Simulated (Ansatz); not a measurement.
# RPA@PBE/def2-TZVPPD run of N2H (dinitrogen monohydride)

Aim: the vertical doublet–quartet gap of N2H (dinitrogen monohydride) at RPA@PBE/def2-TZVPPD, from 2 runs. 

The results are computed with Ansatz 0.2.0.

29 further runs of the same task are left out: 29 set aside as unsound or not needed.

### Step 1. The molecule

N2H: 3 atoms, total charge 0, spin state doublet. SMILES: `[N]=N`. The shape is that of a PBE0-D4/def2-TZVP optimisation.

Bond lengths: N1–N2 1.165 Å, N2–H3 1.057 Å. Angles: N1–N2–H3 117.5°.

### Step 2. The energy at RPA@PBE/def2-TZVPPD

job.yaml

```yaml
crystal:
  periodic: [false, false, false]
  atoms:
    - {symbol: "N", position_ang: [0.710530, -0.606720, 0.326180]}
    - {symbol: N, position_ang: [-0.268660, -0.217710, -0.170100]}
    - {symbol: H, position_ang: [-0.441870, 0.824430, -0.156080]}
basis:
  gaussian:
    orbitals: def2-TZVPPD.json
magnetization:
  spin_polarized: true
  initial_magnetization: 1
hamiltonian:
  xc: {name: PBE}
correlation:
  method: rpa
  frozen_orbitals: {H: 0, "N": 1}
accuracy: high
```

The basis set def2-TZVPPD is read from a file made from the Basis Set Exchange's data (not shown).

Launch:

```console
$ ansatz run job.yaml --threads 1 --pin off --max-ram 3480MiB --events-out events.jsonl --progress --plain --runs-dir runs
```

Standard output:

```text
Warning: RAYON_NUM_THREADS=1 ignored (pool sized by the plan → 1); use --threads N
Functional definition: PBE
  name "PBE"
  parameter kappa = 0.804
  parameter beta = 0.06672455060314922
  exchange = pbe_x(kappa = kappa, mu = beta*pi^2/3)
  correlation = pbe_c(beta = beta)
1397 factors; integrals over basis functions are off by at most 3.2e-9 eV
mean field evaluation 1: about -2989.0671 eV, gradient 2.7e1 eV
mean field evaluation 2: about -2989.0644 eV, gradient 2.7e1 eV
mean field evaluation 4: about -2992.0623 eV, gradient 3.5e0 eV
mean field evaluation 8: about -2992.1157 eV, gradient 1.1e-1 eV
mean field evaluation 16: about -2992.1158 eV, gradient 3.4e-5 eV
mean field -2992.11576499 eV, -109.9582262346 hartree, gradient 1.8e-8 eV, S^2 0.753139; 0 other end points of the search recorded, 0 dependent functions left out
2 core orbitals not correlated: weight in the atoms' cores, before any rotation towards them, 1.000 or more for the frozen orbitals, at most 0.000 for the correlated occupied ones
reference -2978.21634795 eV, -109.4474320797 hartree; 6, 5 occupied and 83, 84 virtual orbitals, 1397 factors
Total energy: -2994.39426194 eV, -110.0419594531 hartree
```

Wall time 5.7 s (1 thread of Arm Neoverse V1, shared host); peak memory 0.27 GiB.

### Step 3. The quartet, same level

run.yaml

```yaml
crystal:
  periodic: [false, false, false]
  atoms:
    - symbol: "N"
      position_ang: [0.710530, -0.606720, 0.326180]
    - symbol: N
      position_ang: [-0.268660, -0.217710, -0.170100]
    - symbol: H
      position_ang: [-0.441870, 0.824430, -0.156080]
basis:
  gaussian:
    orbitals: def2-TZVPPD.json
magnetization:
  spin_polarized: true
  initial_magnetization: 3
accuracy: high
hamiltonian:
  xc: pbe
correlation:
  method: rpa
  frozen_orbitals: {H: 0, "N": 1}
```

The basis set def2-TZVPPD is read from a file made from the Basis Set Exchange's data (not shown).

Launch:

```console
$ ansatz run run.yaml --threads 1 --pin off --max-ram 3480MiB --events-out events.jsonl --progress --plain --runs-dir runs
```

Standard output (excerpt; [...] marks lines left out):

```text
Warning: RAYON_NUM_THREADS=1 ignored (pool sized by the plan → 1); use --threads N
[... 2 set-up lines as earlier in the session ...]
[...]
1397 factors; integrals over basis functions are off by at most 3.2e-9 eV
[...]
mean field -2985.97372970 eV, -109.7325106008 hartree, gradient 8.4e-8 eV, S^2 3.754831; 6 other end points of the search recorded, 0 dependent functions left out
2 core orbitals not correlated: weight in the atoms' cores, before any rotation towards them, 1.000 or more for the frozen orbitals, at most 0.000 for the correlated occupied ones
reference -2972.94162824 eV, -109.2535897058 hartree; 7, 4 occupied and 82, 85 virtual orbitals, 1397 factors
Total energy: -2988.19810966 eV, -109.8142550565 hartree
```

Wall time 12 s (1 thread of Arm Neoverse V1, shared host); peak memory 0.29 GiB.

### Step 4. Outcome

At RPA@PBE/def2-TZVPPD, 2 core orbitals frozen:

| quantity | value |
| --- | --- |
| doublet: total energy | -110.04196 Eh |
| doublet: RPA correlation energy (valence) | -594.5 mEh |
| doublet: ⟨S²⟩ of the reference determinant | 0.753 |
| quartet: total energy | -109.81426 Eh |
| quartet: RPA correlation energy (valence) | -560.7 mEh |
| quartet: ⟨S²⟩ of the reference determinant | 3.755 |
| vertical energy of the quartet above the doublet | 6.196 eV |

What this shows: At this shape the quartet lies 6.20 eV (598 kJ/mol) above the doublet.
